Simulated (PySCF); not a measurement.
# MP2/STO-6G run of S2O (SMILES O=S=S)

Aim: the energy change on altering one bond length of S2O at MP2/STO-6G, from 2 runs. The job is set up through a Python script.

The calculation is run with PySCF 2.14.0.

8 further runs of the same task are left out: 8 set aside as unsound or not needed.

## Step 1: The molecule

S2O: 3 atoms, total charge 0, spin state singlet. SMILES: `O=S=S`. The shape is that of a PBE0-D4/def2-TZVP optimisation.

Bond lengths: O1–S2 1.453 Å, S2–S3 1.880 Å. Angles: O1–S2–S3 117.8°.

## Step 2: The energy at MP2/STO-6G

The input, job.py:

```python
# Disulfur monoxide
from pyscf import gto, mp

mol = gto.Mole()
mol.atom = '''
O      0.853457     2.275268     0.931956
S      0.999892    -0.388358     0.281456
S     -1.853330    -1.886910    -1.213412
'''
mol.unit = 'bohr'
mol.verbose = 3
mol.basis = 'sto-6g'
mol.max_memory = 1860
mol.charge = 0
mol.spin = 0
mol.build()

calc0 = mol.RHF()
calc0.conv_tol = 1e-10
calc0.kernel()
if not calc0.converged:
    calc0 = calc0.newton().run(calc0.mo_coeff, calc0.mo_occ)

pt = mp.MP2(calc0, frozen=11).run()
etot = pt.e_tot
print('E(%s) = %.9f' % ('MP2', etot))
```

Command:

```
OMP_NUM_THREADS=1 python job.py
```

What it wrote:

```text
converged SCF energy = -866.69973417917
E(RMP2) = -866.861476704426  E_corr = -0.161742525255519
E(SCS-RMP2) = -866.862236969239  E_corr = -0.162502790068445
E(MP2) = -866.861476704
```

Run time: 1.1 s. Hardware: 1 thread of Arm Neoverse V1, shared host; peak memory 0.12 GiB.

## Step 3: The distorted shape, same level

The input, job.py:

```python
from pyscf import gto, mp

mol = gto.M(
    atom=[
    ('O', (0.436133, 1.485900, 0.562010)),
    ('S', (0.529120, -0.205510, 0.148940)),
    ('S', (-0.980740, -0.998510, -0.642110)),
],
    max_memory=1860,
    spin=0,
    basis='sto-6g',
    verbose=3,
)

calc0 = mol.RHF()
calc0.conv_tol = 1e-10
calc0.kernel()
if not calc0.converged:
    calc0 = calc0.newton().run(calc0.mo_coeff, calc0.mo_occ)

pt = mp.MP2(calc0, frozen=11).run()
e_tot = pt.e_tot
print('E = %.10f Eh' % e_tot)
```

Command:

```
OMP_NUM_THREADS=1 python job.py
```

What it wrote:

```text
converged SCF energy = -866.696521984157
E(RMP2) = -866.853835109993  E_corr = -0.157313125836269
E(SCS-RMP2) = -866.85557158308  E_corr = -0.159049598922565
E = -866.8538351100 Eh
```

Run time: 1.1 s. Hardware: 1 thread of Arm Neoverse V1, shared host; peak memory 0.12 GiB.

## Step 4: What came out

Level: MP2/STO-6G, 11 core orbitals frozen.

| quantity | value |
| --- | --- |
| first shape: total energy | -866.86148 Eh |
| first shape: dipole moment (Hartree–Fock density) | 1.41 D |
| first shape: HOMO energy (Hartree–Fock orbitals) | -6.13 eV |
| first shape: LUMO energy (Hartree–Fock orbitals) | 3.36 eV |
| first shape: HOMO–LUMO gap (Hartree–Fock orbitals) | 9.49 eV |
| first shape: correlation energy (11 core orbitals frozen) | -161.7 mEh |
| distorted shape: total energy | -866.85384 Eh |
| distorted shape: dipole moment (Hartree–Fock density) | 2.04 D |
| distorted shape: HOMO energy (Hartree–Fock orbitals) | -6.45 eV |
| distorted shape: LUMO energy (Hartree–Fock orbitals) | 2.29 eV |
| distorted shape: HOMO–LUMO gap (Hartree–Fock orbitals) | 8.74 eV |
| distorted shape: correlation energy (11 core orbitals frozen) | -157.3 mEh |
| energy change with the O1–S2 bond stretched from 1.453 to 1.744 Å | 0.208 eV |

What this shows: With the O1–S2 bond stretched from 1.453 to 1.744 Å the energy rises by 0.21 eV (20.1 kJ/mol). The first shape isn't relaxed at this level, so the change isn't measured from a minimum. The minimal basis adds a large error of its own. Mulliken charges (distorted shape) of the mean-field density run from -0.31 on O1 to +0.30 on S2.
